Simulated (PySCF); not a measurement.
O₂, SMILES O=O (connectivity only; charge and spin as stated), charge +1, multiplicity 2. Atoms are numbered in the order given.

```xyz
2

O      0.0000     0.0000    -0.5529
O      0.0000     0.0000     0.5529
```
Charge +1, spin multiplicity 2.

Geometry optimised at B3LYP-D3(BJ)/def2-TZVPD.

Calculation: PBE0/pcH-1 in PySCF.

Unrestricted Kohn–Sham, ⟨S²⟩ = 0.753. Hyperfine tensors hold the contact and dipolar terms, without spin-orbit corrections.

Computed hyperfine couplings:
```csv
nucleus,A(iso) (MHz),A(iso) (G),dipolar principal values (MHz)
17O no. 1,-34.3,-12.2,"-210.4, 103.9, 106.4"
17O no. 2,-34.3,-12.2,"-210.4, 103.9, 106.4"
```
